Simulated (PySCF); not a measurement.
Stepwise substitution at one centre (Al F-SiH3). Isolated molecules, 0 K electronic values unless said otherwise. Strings in code marks are SMILES.

The HOMO from two functionals at the same geometries (PBE0-D4/def2-TZVP), both in PySCF: PBE-D3(BJ)/def2-TZVP and PBE0-D4/def2-TZVP. 

```
species                                           PBE-D3(BJ)/def2-TZVP (eV)
------------------------------------------------  -------------------------
0 of 3 F replaced by SiH3 (`[F][Al]([F])[F]`)                         -9.62
1 of 3 F replaced by SiH3 (`[F][Al]([F])[SiH3]`)                      -7.50
2 of 3 F replaced by SiH3                                             -6.30
3 of 3 F replaced by SiH3                                             -6.30
```

### Question
What does PBE0-D4/def2-TZVP give for each?

### Answer

- 0 of 3 F replaced by SiH3 (`[F][Al]([F])[F]`): -11.72
- 1 of 3 F replaced by SiH3 (`[F][Al]([F])[SiH3]`): -8.67
- 2 of 3 F replaced by SiH3: -7.33
- 3 of 3 F replaced by SiH3: -7.30
Over these rows, drawn at random from the members with no instability flagged (it was tested for open shells, ions and some series alone), PBE minus PBE0-D4: mean +1.33 eV, from +1.00 eV to +2.10 eV.
